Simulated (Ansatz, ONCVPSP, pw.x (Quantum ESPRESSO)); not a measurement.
**tungsten: does the ONCV potential hold in the solid?**

W (Z = 74), optimised norm-conserving Vanderbilt (ONCV), made with ONCVPSP 4.0.1.1 (patched build) (LDA (Perdew-Wang 92), scalar-relativistic). Core [Xe] 4f14, reference 5d4 6s1 (charge +1). Waves: 6s: rc 2.30 bohr, ncon 4, nbas 8, qcut 2.6 1/bohr, 1 projector; p scattering state at 0.1 Ha: rc 2.30 bohr, ncon 4, nbas 7, qcut 3.3 1/bohr, 1 projector; 5d: rc 1.60 bohr, ncon 5, nbas 8, qcut 5.3 1/bohr, 1 projector. Local part: polynomial inside 1.00 bohr (lpopt 3, dvloc0 0 Ha). Core correction: Teter function, fcfact 5.75, rcfact 1.4.

In the p channel the program set the typed energies aside and used 0.050 Ha.

Atomic tests: cutoffs needed: 14 Ha and 24 Ha (the cutoffs (Ha) at which the residual kinetic energy of the hardest occupied pseudo-wave falls to 1 and 0.1 mHa per electron); ghost test: ghosts flagged at negative energy: s at -289.4 eV, p at -122.6 eV, s at -5.6 eV; no localised positive-energy state flagged; a true bound ghost makes a file unfit for plane-wave use; configuration tests: 2 of 4 tests not solved or not reliable.

Crystal test: bcc W in pw.x 7.5, no spin, 15³ k-points, Fermi–Dirac smearing 0.01 Ry, cutoffs 60/240 Ry. The reference is all-electron LAPW (Ansatz 0.2.0) with the same functional, mesh and smearing; V0 and B0 come from Birch–Murnaghan fits to the pressures at five volumes. Errors are pseudo minus all-electron; Δ is the rms difference of the E(V) curves that follow from these fits, minima aligned, over ±6 % about the mean V0. Mesh and smearing are coarse, so the numbers serve the comparison and aren't converged zero-temperature values; the lattice is a test structure that the element need not adopt.

All-electron: a0 = 3.136 Å (V0 = 15.41 Å³/atom), B0 = 332.7 GPa.

Q: How far does the potential miss the all-electron equation of state?

A: converged, but broken (pressure over 100 GPa off). The pressure does not cross zero within the volumes sampled, so no fit is given. The pseudo pressure rises with volume over the whole range, a mechanical instability. Note: ghosts flagged at negative energy: s at -289.4 eV, p at -122.6 eV, s at -5.6 eV; no localised positive-energy state flagged. A true bound ghost makes a file unfit for plane-wave use. Atomic configuration tests: 2 of 4 tests not solved or not reliable. A pressure error of this size marks a broken potential; the numbers have no physical meaning.

| V (Å³/atom) | P all-electron (GPa) | P pseudo (GPa) |
| --- | --- | --- |
| 14.659 | 18.54 | -114.79 |
| 15.044 | 8.50 | -111.51 |
| 15.430 | -0.34 | -108.05 |
| 15.816 | -8.12 | -104.89 |
| 16.201 | -14.96 | -101.86 |

Q: At the middle volume, how do free energy and pressure move when the wave cutoff is lowered (ecutrho kept at four times it)?

A:

| cutoff (Ry) | shift of F (meV/atom) | shift of P (GPa) |
| --- | --- | --- |
| 27 | +65519.0 | -1037.20 |
| 36 | +28203.5 | -649.78 |
| 48 | +6202.7 | -273.20 |

The run at the middle volume (120 k-points, 17 iterations) took about 29 s on one core of a shared host (Neoverse-N1, 64 threads, 124 GiB, load 50).
